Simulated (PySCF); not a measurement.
# Bonding in oxygen difluoride

Species: oxygen difluoride, OF₂.
Atom-mapped SMILES: `[F:1][O:2][F:3]`

Structure used (GFN2-xTB), in Å, numbered top down from 1:
```xyz
3
OF2 angstrom
F     -1.0861   -0.2789   -0.0025
O      0.0019    0.5473   -0.0115
F      1.0956   -0.2709    0.0014
```

Bond orders from the PBE0/pcSseg-1 density (PySCF). Isolated species at its GFN2-xTB geometry, gas phase.

(1) How far do the computed orders between heavy atoms stray from the drawn ones?

(2) Set the Mayer orders of the bonds beside their lengths.

(3) Sum the orders of all bonds at each heavy atom with more than one neighbour and set the sums beside the valence in the SMILES.

## Answers

(1) The largest departure is 0.066, at F1–O2 (drawn single, 0.934) and O2–F3 (drawn single, 0.935).

(2) 
```json
{"bond": "F1–O2", "drawn as": "single", "length (Å)": "1.366", "Mayer order": "0.934"}
{"bond": "O2–F3", "drawn as": "single", "length (Å)": "1.366", "Mayer order": "0.935"}
```

(3) O2 1.869 (drawn 2). Orders between atoms that aren't bonded are not in these sums.

Mayer orders depend on the basis set.
